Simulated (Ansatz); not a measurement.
# Other spins and charges of Si–NH₂, doublet at one geometry

Geometry (PBE0/def2-TZVP stationary point for this spin, not checked as a minimum):

```xyz
4

Si    0.0000    0.0000    0.6455
N     0.0000    0.0000   -1.0599
H     0.0000    0.8350   -1.6290
H     0.0000   -0.8350   -1.6290
```

Basis cc-pVDZ; Ansatz 0.2.0. Only valence electrons are correlated (noble-gas cores frozen). Prefix R: restricted or restricted open-shell reference; prefix U: unrestricted. Active spaces: valence = (11e, 10o) chosen from the atoms' valence shells.

Gaps are energies of the second state less the first, at fixed atoms, for a selection of the levels run; each method lands on the state that its own search finds for that charge and spin.

For open shells CISD is restricted-active-space CI with the open shells as a complete middle space.

Question: PBE gives 6.911 eV for removing an electron, to the singlet. Estimate what UCCSDT(Q) gives in cc-pVDZ.

Answer: UCCSDT(Q) in cc-pVDZ gives 6.596 eV, so against it PBE is off by 0.315 eV.

| level | gap (eV) | error (meV) |
| --- | --- | --- |
| RHF | 6.359 | -237 |
| UHF | 6.483 | -113 |
| RMP2 | 6.582 | -14 |
| UMP2 | 6.570 | -26 |
| CISD | 6.571 | -25 |
| RCCSD | 6.604 | 8 |
| UCCSD | 6.607 | 11 |
| RCCSD(T) | 6.597 | 1 |
| UCCSD(T) | 6.597 | 1 |
| BCCD(T) | 6.597 | 1 |
| RCCSDT | 6.598 | 2 |
| UCCSDT | 6.598 | 2 |
| RCCSDT(Q) | 6.594 | -2 |
| CASSCF (valence space) | 5.778 | -818 |
| NEVPT2 (valence space) | 6.325 | -271 |
| MRCISD (valence space) | 6.495 | -101 |
| MRCISD+Q (valence space) | 6.615 | 19 |
| r2SCAN | 7.061 | 465 |
| PBE0 | 6.993 | 397 |
| B3LYP | 6.905 | 309 |
| wB97M-V | 6.627 | 31 |
| B2PLYP | 6.734 | 138 |
| RPA-PBE | 6.730 | 134 |

Question: PBE gives 10.153 eV for removing an electron, to the triplet. Estimate what UCCSDT(Q) gives in cc-pVDZ.

Answer: UCCSDT(Q) in cc-pVDZ gives 9.933 eV, so against it PBE is off by 0.220 eV.

```csv
level,gap (eV),error (meV)
RHF,9.021,-912
UHF,9.080,-853
RMP2,9.780,-153
UMP2,9.734,-199
CISD,9.763,-170
RCCSD,9.949,16
UCCSD,9.950,17
RCCSD(T),9.943,10
UCCSD(T),9.943,10
BCCD(T),9.948,15
RCCSDT,9.937,4
UCCSDT,9.937,4
RCCSDT(Q),9.935,2
CASSCF (valence space),8.872,-1061
NEVPT2 (valence space),9.542,-391
MRCISD (valence space),9.800,-133
MRCISD+Q (valence space),9.946,13
r2SCAN,10.056,123
PBE0,10.193,260
B3LYP,10.347,414
wB97M-V,10.361,428
B2PLYP,10.126,193
RPA-PBE,10.139,206
```

Question: PBE gives 3.590 eV for quartet less doublet. Estimate what UCCSDT(Q) gives in cc-pVDZ.

Answer: UCCSDT(Q) in cc-pVDZ gives 3.495 eV, so against it PBE is off by 0.095 eV.

| level | gap (eV) | error (meV) |
| --- | --- | --- |
| RHF | 2.463 | -1032 |
| UHF | 2.550 | -945 |
| RMP2 | 3.276 | -219 |
| UMP2 | 3.260 | -235 |
| CISD | 3.218 | -277 |
| RCCSD | 3.432 | -63 |
| UCCSD | 3.434 | -61 |
| RCCSD(T) | 3.486 | -9 |
| UCCSD(T) | 3.486 | -9 |
| BCCD(T) | 3.488 | -7 |
| RCCSDT | 3.491 | -4 |
| UCCSDT | 3.491 | -4 |
| RCCSDT(Q) | 3.495 | 0 |
| CASSCF (valence space) | 3.615 | 120 |
| NEVPT2 (valence space) | 3.195 | -300 |
| MRCISD (valence space) | 3.430 | -65 |
| MRCISD+Q (valence space) | 3.466 | -29 |
| r2SCAN | 3.275 | -220 |
| PBE0 | 3.472 | -23 |
| B3LYP | 3.785 | 290 |
| BHLYP | 3.698 | 203 |
| wB97M-V | 3.930 | 435 |
| B2PLYP | 3.689 | 194 |
| RPA-PBE | 3.666 | 171 |

In so small a basis the reference is far from its limit while semilocal and hybrid functionals are nearer theirs (RPA and double hybrids share much of the reference's basis error), so the functionals' errors here hold much of the reference's basis and frozen-core error, which can add to them or hide them.

Full CI isn't at hand for all of this; UCCSDT(Q) serves as the reference, and is uncertain by about the last step of the cluster series. The frozen core follows each run's orbitals, which can shift R against U totals by a few meV.
